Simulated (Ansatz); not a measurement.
**doublet CH2ClF+: levels of theory compared**

We compute a comparison of 6 runs (UB3LYP/6-31G*, U-wB97X/aug-cc-pVDZ, UCAM-B3LYP/aug-cc-pVDZ, UPBE0/aug-cc-pVDZ, RPA@PBE/aug-cc-pVDZ) of doublet CH2ClF+. 

Program for the calculation: Ansatz 0.2.0.

68 further runs of the same task are left out: 68 set aside as unsound or not needed.

## 1. The structure to begin with

CH2ClF+: 5 atoms, total charge +1, spin state doublet. SMILES of the parent species: `FCCl`. The coordinates come from a PBE0-D4/def2-TZVP relaxation. That shape belongs to the parent species and isn't relaxed for this state.

Bond lengths: F1–C2 1.355 Å, C2–Cl3 1.766 Å, C2–H4 1.089 Å, C2–H5 1.089 Å. Angles: F1–C2–Cl3 110.5°, F1–C2–H4 109.3°, F1–C2–H5 109.3°, Cl3–C2–H4 107.8°, Cl3–C2–H5 107.8°, H4–C2–H5 112.3°.

## 2. The energy at UB3LYP/6-31G(d) (spherical functions) (run 1)

Contents of in.yaml:

```yaml
crystal:
  periodic: [false, false, false]
  atoms:
    - {symbol: F, position_ang: [-0.970450, 0.560520, 0.766500]}
    - {symbol: C, position_ang: [0.083560, 0.089320, 0.058070]}
    - {symbol: Cl, position_ang: [-0.422970, -1.232890, -0.998060]}
    - {symbol: H, position_ang: [0.832130, -0.302600, 0.745580]}
    - {symbol: H, position_ang: [0.477720, 0.885670, -0.572080]}
basis:
  gaussian:
    orbitals: 6-31G_st_-spherical.json
total_charge: 1
magnetization:
  spin_polarized: true
  initial_magnetization: 1
hamiltonian:
  xc: {name: B3LYP}
accuracy: high
output:
  orbitals: {seedname: orbitals}
```

The basis set 6-31G* is read from a file made from the Basis Set Exchange's data (not shown).

Run with:

```console
$ ansatz run in.yaml --threads 1 --pin off --max-ram 3480MiB --events-out events.jsonl --progress --plain --runs-dir runs
```

Output:

```text
Warning: RAYON_NUM_THREADS=1 ignored (pool sized by the plan → 1); use --threads N
Functional definition: B3LYP
  name "B3LYP"
  parameter a0 = 0.2
  parameter ax = 0.72
  parameter ac = 0.81
  exchange = (1 - a0 - ax)*slater_x + ax*b88_x + a0*exact_x
  correlation = (1 - ac)*vwn_rpa_c + ac*lyp_c
1085 factors; integrals over basis functions are off by at most 3.5e-9 eV
mean field evaluation 1: about -16289.8287 eV, gradient 4.4e1 eV
mean field evaluation 2: about -16251.3833 eV, gradient 1.1e2 eV
mean field evaluation 4: about -16296.6059 eV, gradient 7.5e0 eV
mean field evaluation 8: about -16297.0011 eV, gradient 6.5e-1 eV
mean field evaluation 16: about -16297.0034 eV, gradient 5.4e-4 eV
mean field evaluation 32: about -16296.6276 eV, gradient 3.8e0 eV
mean field -16297.00336980 eV, -598.9038273346 hartree, gradient 2.2e-8 eV, S^2 0.752271; 2 other end points of the search recorded, 0 dependent functions left out
reference -16297.00339637 eV, -598.9038283108 hartree; 17, 16 occupied and 33, 34 virtual orbitals, 1085 factors
Total energy: -16297.00339637 eV, -598.9038283108 hartree
```

It took 4.8 s on 1 thread of Arm Neoverse V2, shared host; peak memory 0.18 GiB.

## 3. A single-point energy at UB3LYP/6-31G(d) (Cartesian functions) (run 2)

Contents of job.yaml:

```yaml
crystal:
  periodic: [false, false, false]
  atoms:
    - {symbol: F, position_ang: [-0.970450, 0.560520, 0.766500]}
    - {symbol: C, position_ang: [0.083560, 0.089320, 0.058070]}
    - {symbol: Cl, position_ang: [-0.422970, -1.232890, -0.998060]}
    - {symbol: H, position_ang: [0.832130, -0.302600, 0.745580]}
    - {symbol: H, position_ang: [0.477720, 0.885670, -0.572080]}
basis:
  gaussian:
    orbitals: "6-31G*"
total_charge: 1
magnetization:
  spin_polarized: true
  initial_magnetization: 1
hamiltonian:
  xc: {name: B3LYP}
accuracy: high
output: {orbitals: {seedname: orbitals}}
```

Run with:

```console
$ ansatz run job.yaml --threads 1 --pin off --max-ram 3480MiB --events-out events.jsonl --progress --plain --runs-dir runs
```

Output (excerpt; [...] marks lines left out):

```text
Warning: RAYON_NUM_THREADS=1 ignored (pool sized by the plan → 1); use --threads N
[... 7 set-up lines as earlier in the session ...]
1107 factors; integrals over basis functions are off by at most 3.7e-9 eV
mean field evaluation 1: about -16290.0073 eV, gradient 4.4e1 eV
mean field evaluation 2: about -16251.1822 eV, gradient 1.1e2 eV
mean field evaluation 4: about -16296.8124 eV, gradient 7.6e0 eV
mean field evaluation 8: about -16297.1434 eV, gradient 5.8e-1 eV
mean field evaluation 16: about -16297.1452 eV, gradient 3.4e-4 eV
mean field evaluation 32: about -16296.9457 eV, gradient 2.2e0 eV
mean field -16297.14520733 eV, -598.9090397675 hartree, gradient 4.1e-8 eV, S^2 0.752273; 2 other end points of the search recorded, 0 dependent functions left out
reference -16297.14523389 eV, -598.9090407438 hartree; 17, 16 occupied and 36, 37 virtual orbitals, 1107 factors
Total energy: -16297.14523389 eV, -598.9090407438 hartree
```

Wall time 5.1 s (1 thread of Arm Neoverse V2, shared host); peak memory 0.19 GiB.

Runs 3 to 5 aren't shown in full; the table further down has their settings and results.

## 4. The energy at RPA@PBE/aug-cc-pVDZ (run 6)

Contents of molecule.yaml:

```yaml
crystal:
  periodic: [false, false, false]
  atoms:
    - {symbol: F, position_ang: [-0.970450, 0.560520, 0.766500]}
    - {symbol: C, position_ang: [0.083560, 0.089320, 0.058070]}
    - {symbol: Cl, position_ang: [-0.422970, -1.232890, -0.998060]}
    - {symbol: H, position_ang: [0.832130, -0.302600, 0.745580]}
    - {symbol: H, position_ang: [0.477720, 0.885670, -0.572080]}
basis:
  gaussian:
    orbitals: aug-cc-pVDZ
total_charge: 1
magnetization:
  spin_polarized: true
  initial_magnetization: 1
hamiltonian:
  xc: {name: PBE}
correlation:
  method: rpa
  frozen_orbitals: {C: 1, Cl: 5, F: 1, H: 0}
accuracy: high
```

Run with:

```console
$ ansatz run molecule.yaml --threads 1 --pin off --max-ram 3480MiB --events-out events.jsonl --progress --plain --runs-dir runs
```

Output (excerpt; [...] marks lines left out):

```text
Warning: RAYON_NUM_THREADS=1 ignored (pool sized by the plan → 1); use --threads N
Functional definition: PBE
  name "PBE"
[...]
1830 factors; integrals over basis functions are off by at most 4.1e-9 eV
[...]
mean field -16289.22754910 eV, -598.6180711945 hartree, gradient 8.7e-8 eV, S^2 0.751402; 7 other end points of the search recorded, 0 dependent functions left out
7 core orbitals not correlated: weight in the atoms' cores, before any rotation towards them, 1.000 or more for the frozen orbitals, at most 0.000 for the correlated occupied ones
reference -16259.27747842 eV, -597.5174263980 hartree; 10, 9 occupied and 74, 75 virtual orbitals, 1830 factors
Total energy: -16280.64978934 eV, -598.3028443375 hartree
```

Run time: 25 s. Hardware: 1 thread of Arm Neoverse V2, shared host; peak memory 0.4 GiB.

## 5. Overview of the runs

| run | level | Cartesian functions | frozen core orbitals | energy (Eh) | HOMO energy (eV) | LUMO energy (eV) | ⟨S²⟩ | wall time |
| --- | --- | --- | --- | --- | --- | --- | --- | --- |
| 1 | UB3LYP/6-31G* (spherical functions) | no | – | -598.903828 | -17.14 | -14.52 | 0.752 | 4.8 s |
| 2 | UB3LYP/6-31G* (Cartesian functions) | yes | – | -598.909041 | -17.14 | -14.53 | 0.752 | 5.1 s |
| 3 | U-wB97X/aug-cc-pVDZ | no | – | -598.898780 | -19.97 | -12.15 | 0.754 | 50 s |
| 4 | UCAM-B3LYP/aug-cc-pVDZ | no | – | -598.901855 | -19.03 | -13.20 | 0.753 | 13 s |
| 5 | UPBE0/aug-cc-pVDZ | no | – | -598.647196 | -17.61 | -14.32 | 0.753 | 11 s |
| 6 | RPA@PBE/aug-cc-pVDZ | no | 7 | -598.302844 | – | – | 0.751 | 25 s |

## 6. Summary of results

| quantity | value |
| --- | --- |
| run 6: total energy | -598.30284 Eh |
| run 6: RPA correlation energy (valence) | -785.4 mEh |
| run 6: ⟨S²⟩ of the reference determinant | 0.751 |

In words: Totals of different functionals can't be ranked against each other. All runs together took 1.8 min, the longest 50 s.
